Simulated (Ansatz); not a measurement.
Compare A (`C=C1NCO1`) with its isomer B (`COC#CN`).

Gas-phase electronic energies from Ansatz, PBE0-D4/def2-TZVP geometries. CBS: MP2 limit from def2 TZ/QZ plus the TZ coupled-cluster correction, frozen cores. Functionals use def2-TZVPP. Each species was taken in one conformer, which may not be the lowest.

A:

```xyz
10

C     1.278    1.082   -0.709
C     0.414    0.197   -0.238
N    -0.181   -0.071    1.008
C    -0.990   -1.059    0.304
O    -0.219   -0.839   -0.884
H     1.563    1.058   -1.750
H     1.709    1.820   -0.049
H    -0.643    0.690    1.483
H    -0.888   -2.083    0.672
H    -2.043   -0.794    0.163
```

B:

```xyz
10

C    -0.0766   -2.0399    0.3834
O    -0.6630   -1.1466   -0.5661
C    -0.3150    0.0986   -0.4204
C    -0.0146    1.2570   -0.3144
N     0.3588    2.5443   -0.1464
H     1.0122   -2.0187    0.2983
H    -0.3723   -1.7598    1.3970
H    -0.4533   -3.0326    0.1426
H     0.9089    2.9282   -0.9001
H    -0.3851    3.1694    0.1261
```

Problem. Which is lower in electronic energy at CCSD(T)/CBS, and by how much? (An estimate is asked.)

Solution. Computed: A, by 26.1 kcal/mol.

Problem. Give E(B) − E(A) in kcal/mol with CCSD(T)/def2-TZVPP, PBE0-D4, CCSD(T)/def2-SVP, BLYP-D4, MP2/def2-TZVPP, LDA (SPW92), HF/def2-TZVPP. (An estimate is asked.)

Solution. Ansatz gave: CCSD(T)/def2-TZVPP 26.7, PBE0-D4 28.9, CCSD(T)/def2-SVP 26.3, BLYP-D4 22.6, MP2/def2-TZVPP 25.5, LDA (SPW92) 30.1, HF/def2-TZVPP 23.7. None reverses the order clearly.

Problem. Does the order hold for the free energy at 298.15 K (harmonic terms from PBE0-D4)? (An estimate is asked.)

Solution. Ansatz gave: Yes: G(B) − G(A) = +23.6 kcal/mol, for one conformer each.

Largest T1 diagnostic: 0.012.

From BLYP to BHLYP (50 % exact exchange), in def2-TZVPP and without D4, E(B) − E(A) moves by +3.5 kcal/mol. The D4 term adds +1.1 kcal/mol with B3LYP and +0.5 kcal/mol with PBE0; it sums over pairs of atoms, weighted by their polarisabilities, and B3LYP, whose exchange is more repulsive, gets the larger term.

B3LYP here is the variant with VWN-RPA as its local correlation; programs differ in this.
